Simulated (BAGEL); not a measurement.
**BH3O (SMILES BO): levels of theory compared**

Wanted: a comparison of 4 runs (HF/STO-3G, HF/3-21G, HF/6-31G*, HF/cc-pVTZ) of BH3O. 

Program for the calculation: BAGEL 1.2.2.

## (1) The structure to begin with

The species is BH3O (5 atoms), meant as a singlet with charge 0. As SMILES, `BO`. The B1–H4 distance was set to 2.644 Å, away from the relaxed value. At this shape a bond of the SMILES string is far longer than usual.

Bond lengths: B1–O2 1.348 Å, B1–H3 1.196 Å, O2–H5 0.961 Å. Angles: B1–O2–H5 113.5°, O2–B1–H3 116.8°.

## (2) A single-point energy at HF/STO-3G (density fitting with qzvpp-jkfit) (run 1)

hf.json reads:

```json
{ "bagel" : [

{
  "title" : "molecule",
  "basis" : "sto-3g",
  "df_basis" : "qzvpp-jkfit",
  "angstrom" : true,
  "geometry" : [
    { "atom" : "B", "xyz" : [   -0.269800,    0.218525,    1.398071 ] },
    { "atom" : "O", "xyz" : [    0.370300,    1.373125,    1.669271 ] },
    { "atom" : "H", "xyz" : [   -0.863500,   -0.294175,    2.301171 ] },
    { "atom" : "H", "xyz" : [   -0.190600,   -0.828900,   -1.028100 ] },
    { "atom" : "H", "xyz" : [    0.830800,    1.743125,    0.911671 ] }
  ]
},
{ "title" : "hf" },
{ "title" : "print", "file" : "orbitals.molden", "orbitals" : true }

]}
```

The run is started by

```bash
$ BAGEL_NUM_THREADS=1 BAGEL hf.json > hf.out
```

The log of the run:

```text
* using 1 threads per process

  ===============================================================
  ===============================================================

  *** Geometry ***

  { "atom" : "B", "xyz" : [     -0.509848,      0.412952,      2.641971 ] },
  { "atom" : "O", "xyz" : [      0.699766,      2.594830,      3.154465 ] },
  { "atom" : "H", "xyz" : [     -1.631779,     -0.555910,      4.348583 ] },
  { "atom" : "H", "xyz" : [     -0.360182,     -1.566394,     -1.942827 ] },
  { "atom" : "H", "xyz" : [      1.569984,      3.294029,      1.722809 ] },

  Number of auxiliary basis functions:      206

  Since a DF basis is specified, we compute 2- and 3-index integrals:
    o Being stored without compression. Storage requirement is 0.000 GB

  Number of basis functions:       13
  Number of electrons      :       16

    * METHOD: MOLECULE                             0.05

  *** RHF ***

  === Nuclear Repulsion ===
    28.3274224643

      * DIIS with orbital gradients will be used.

  === RHF iteration (sto-3g) ===
      0        -99.50774343          0.03889184           0.00
      1        -99.56535428          0.03819271           0.00
      2        -99.66564020          0.00440597           0.00
[... 9 lines of this table left out ...]
     12        -99.66714128          0.00000000           0.00
    * SCF iteration converged.

    * Permanent dipole moment:
           (   -0.301212,    -0.602495,    -0.249113) a.u.

    * METHOD: HF                                   0.07

    * METHOD: PRINT                                0.00

  ===============================================================
```

Run time: 0.28 s. Hardware: 1 thread of Arm Neoverse N1, shared host.

## (3) A single-point energy at HF/3-21G (density fitting with qzvpp-jkfit) (run 2)

job.json reads:

```json
{ "bagel" : [

{
  "title" : "molecule",
  "basis" : "3-21g",
  "df_basis" : "qzvpp-jkfit",
  "angstrom" : true,
  "geometry" : [
    { "atom" : "B", "xyz" : [      -0.269800,       0.218525,       1.398071 ] },
    { "atom" : "O", "xyz" : [       0.370300,       1.373125,       1.669271 ] },
    { "atom" : "H", "xyz" : [      -0.863500,      -0.294175,       2.301171 ] },
    { "atom" : "H", "xyz" : [      -0.190600,      -0.828900,      -1.028100 ] },
    { "atom" : "H", "xyz" : [       0.830800,       1.743125,       0.911671 ] }
  ]
},

{ "title" : "hf" },

{ "title" : "print", "file" : "orbitals.molden", "orbitals" : true }

]}
```

The run is started by

```bash
$ BAGEL_NUM_THREADS=1 BAGEL job.json > job.out
```

The log of the run:

```text
* using 1 threads per process

  ===============================================================
  ===============================================================

  *** Geometry ***

  { "atom" : "B", "xyz" : [     -0.509848,      0.412952,      2.641971 ] },
  { "atom" : "O", "xyz" : [      0.699766,      2.594830,      3.154465 ] },
  { "atom" : "H", "xyz" : [     -1.631779,     -0.555910,      4.348583 ] },
  { "atom" : "H", "xyz" : [     -0.360182,     -1.566394,     -1.942827 ] },
  { "atom" : "H", "xyz" : [      1.569984,      3.294029,      1.722809 ] },

  Number of auxiliary basis functions:      206

  Since a DF basis is specified, we compute 2- and 3-index integrals:
    o Being stored without compression. Storage requirement is 0.001 GB

  Number of basis functions:       24
  Number of electrons      :       16

    * METHOD: MOLECULE                             0.05

  *** RHF ***

  === Nuclear Repulsion ===
    28.3274224643

      * DIIS with orbital gradients will be used.

  === RHF iteration (3-21g) ===
      0       -100.45998856          0.04673553           0.00
      1       -100.53804678          0.02976894           0.00
      2       -100.56881723          0.00365465           0.00
[... 9 lines of this table left out ...]
     12       -100.56995374          0.00000001           0.00
    * SCF iteration converged.

    * Permanent dipole moment:
           (   -0.301031,    -0.653761,    -0.355575) a.u.

    * METHOD: HF                                   0.09

    * METHOD: PRINT                                0.00

  ===============================================================
```

It took 0.3 s on 1 thread of Arm Neoverse N1, shared host.

Run 3 isn't shown in full; the table further down has it.

## (4) The energy at HF/cc-pVTZ (density fitting with qzvpp-jkfit) (run 4)

hf.json reads:

```json
{ "bagel": [

{
  "title": "molecule",
  "basis": "cc-pvtz.json",
  "df_basis": "qzvpp-jkfit",
  "angstrom": true,
  "geometry": [
    { "atom": "B", "xyz": [   -0.269800,    0.218525,    1.398071 ] },
    { "atom": "O", "xyz": [    0.370300,    1.373125,    1.669271 ] },
    { "atom": "H", "xyz": [   -0.863500,   -0.294175,    2.301171 ] },
    { "atom": "H", "xyz": [   -0.190600,   -0.828900,   -1.028100 ] },
    { "atom": "H", "xyz": [    0.830800,    1.743125,    0.911671 ] }
  ]
},
{ "title": "hf" },
{ "title": "print", "file": "orbitals.molden", "orbitals": true }

]}
```

The basis set cc-pVTZ is read from a file made from the Basis Set Exchange's data (not shown).

The run is started by

```bash
$ BAGEL_NUM_THREADS=1 BAGEL hf.json > hf.out
```

The log of the run:

```text
* using 1 threads per process

  ===============================================================
  ===============================================================

  *** Geometry ***

  { "atom" : "B", "xyz" : [     -0.509848,      0.412952,      2.641971 ] },
  { "atom" : "O", "xyz" : [      0.699766,      2.594830,      3.154465 ] },
  { "atom" : "H", "xyz" : [     -1.631779,     -0.555910,      4.348583 ] },
  { "atom" : "H", "xyz" : [     -0.360182,     -1.566394,     -1.942827 ] },
  { "atom" : "H", "xyz" : [      1.569984,      3.294029,      1.722809 ] },

  Number of auxiliary basis functions:      206

  Since a DF basis is specified, we compute 2- and 3-index integrals:
    o Being stored without compression. Storage requirement is 0.017 GB

  Number of basis functions:      102
  Number of electrons      :       16

    * METHOD: MOLECULE                             0.10

  *** RHF ***

  === Nuclear Repulsion ===
    28.3274224643

      * DIIS with orbital gradients will be used.

  === RHF iteration (cc-pvtz.json) ===
      0       -101.01432362          0.02147855           0.02
      1       -101.10864309          0.01666640           0.02
      2       -101.18568188          0.00175503           0.02
      3       -101.18745192          0.00034405           0.02
      4       -101.18752513          0.00010908           0.02
      5       -101.18753246          0.00002618           0.02
      6       -101.18753304          0.00000490           0.02
      7       -101.18753306          0.00000171           0.02
      8       -101.18753306          0.00000042           0.02
      9       -101.18753306          0.00000016           0.02
     10       -101.18753306          0.00000003           0.02
     11       -101.18753306          0.00000001           0.02
    * SCF iteration converged.

    * Permanent dipole moment:
           (   -0.237033,    -0.771393,    -0.810333) a.u.

    * METHOD: HF                                   0.34

    * METHOD: PRINT                                0.03

  ===============================================================
```

Run time: 0.64 s. Hardware: 1 thread of Arm Neoverse N1, shared host.

## (5) Overview of the runs

| run | level | energy (Eh) | dipole moment (D) | HOMO energy (eV) | LUMO energy (eV) | wall time |
| --- | --- | --- | --- | --- | --- | --- |
| 1 | HF/STO-3G (density fitting with qzvpp-jkfit) | -99.667141 | 1.83 | -4.88 | 4.06 | 0.28 s |
| 2 | HF/3-21G (density fitting with qzvpp-jkfit) | -100.569954 | 2.04 | -8.21 | 1.19 | 0.3 s |
| 3 | HF/6-31G* (density fitting with qzvpp-jkfit, spherical functions) | -101.130651 | 2.54 | -8.23 | 1.18 | 0.32 s |
| 4 | HF/cc-pVTZ (density fitting with qzvpp-jkfit) | -101.187533 | 2.91 | -8.53 | 0.73 | 0.64 s |

## (6) Outcome

```
            quantity          value
 run 4: total energy  -101.18753 Eh
run 4: dipole moment         2.91 D
  run 4: HOMO energy       -8.53 eV
  run 4: LUMO energy        0.73 eV
run 4: HOMO–LUMO gap        9.26 eV
```

**Reading.** The dipole moment (its size) runs from 1.83 D (HF/STO-3G) to 2.91 D (HF/cc-pVTZ). The HOMO–LUMO gap runs from 8.93 eV (HF/STO-3G) to 9.41 eV (HF/6-31G*). In run 1 the basis is minimal, so the values are rough. In all runs a closed-shell determinant meets a far-stretched bond; if it breaks into open shells, such a determinant describes it badly, and no broken-symmetry solution was shown. All runs together took 1.5 s, the longest 0.64 s.
